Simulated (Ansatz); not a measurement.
**AlSiH (singlet): wave-function methods side by side at distance Si1–Al2 = 6.491 Å, 6-31G**

The task here is to estimate one member of a computed series from the others.

Program: Ansatz 0.2.0, Gaussian basis. Level of theory: 6-31G, core rule «outside noble gas», up to 10 orbitals frozen. These are calculated values, not measurements.

Plan: UHF; CCSD(T) on RHF; CCSD(T) on UHF; BCCD(T) on RHF; CISD; CCSDT(Q) on UHF; CISDTQ; CCSDTQ on RHF; CASSCF and MRCISD+Q, 2 electrons in 2 orbitals; CASSCF and NEVPT2, 2 electrons in 2 orbitals; CASSCF and MRCISD+Q, 8 electrons in 9 orbitals; CASSCF and NEVPT2, 8 electrons in 9 orbitals; Full CI.

24 further runs of the same task are left out: 3 for a known fault of the program, 1 for a mislabelled method, 16 that didn't finish, 4 set aside as unsound or not needed.

### The geometry

The geometry derives from a PBE0/def2-TZVP stationary point (not a proven minimum). One bond is set to the value named and the two fragments are kept rigid.

3 atoms, charge 0, spin multiplicity 1.

Atoms are counted from 1 here; the program's logs count them from 0.

Bond lengths: Al2–H3 1.595 Å.

Set-up of the first run:

in.yaml

```yaml
crystal:
  periodic: [false, false, false]
  atoms:
    - {symbol: Si, position_ang: [0.000000, 0.000000, -4.858935]}
    - {symbol: Al, position_ang: [0.000000, 0.000000, 1.632065]}
    - {symbol: H, position_ang: [0.000000, 0.000000, 3.226871]}
basis:
  gaussian: {orbitals: 6-31G}
magnetization: {spin_polarized: true, initial_magnetization: 0}
hamiltonian: {xc: hf}
output: {orbitals: {seedname: orbitals}}
```

Launch:

```sh
> ansatz run in.yaml --threads 1 --pin off --events-out ev --progress --plain --max-ram 2393MiB
```

Among the steps run: UHF; CCSD(T) on RHF; CCSD(T) on UHF; BCCD(T) on RHF; CISD; CCSDT(Q) on UHF; CISDTQ; CCSDTQ on RHF; CASSCF and MRCISD+Q, 2 electrons in 2 orbitals; CASSCF and NEVPT2, 2 electrons in 2 orbitals; CASSCF and MRCISD+Q, 8 electrons in 9 orbitals; CASSCF and NEVPT2, 8 electrons in 9 orbitals; Full CI.

One table of the session follows, with a row left open; its other results are not shown here.

```
          method  from FCI (meV)
             RHF         +2470.5
            RMP2         +1053.7
            CISD          +359.5
           RCCSD          +114.6
        RCCSD(T)           +79.6
         BCCD(T)           +79.5
          CISDTQ           +46.7
         RCCSDTQ             0.0
     CASSCF pair         +1938.7
     NEVPT2 pair          +737.2
     MRCISD pair          +121.3
   MRCISD+Q pair           -38.0
  CASSCF valence               ?
  NEVPT2 valence          +234.9
  MRCISD valence           +16.3
MRCISD+Q valence            +5.0
             FCI               0
```

Estimate the missing values for CASSCF valence.

**Answer.** from FCI (meV): +572.2. In the column «from FCI (meV)» it lies between CISD (+359.5) and NEVPT2 pair (+737.2).

Left out of the table: UHF, UMP2, UCCSD, UCCSD(T), UCCSDT, UCCSDT(Q) (another determinant or state than the rows shown).

To keep in mind: The report flags that the cluster equations may have other roots. The program flags RCCSDTQ as in doubt, so those rows may rest on another solution; read them beside their warnings. MRCISD+Q pair falls below full CI: the +Q correction isn't variational, and the cores differ from full CI's.
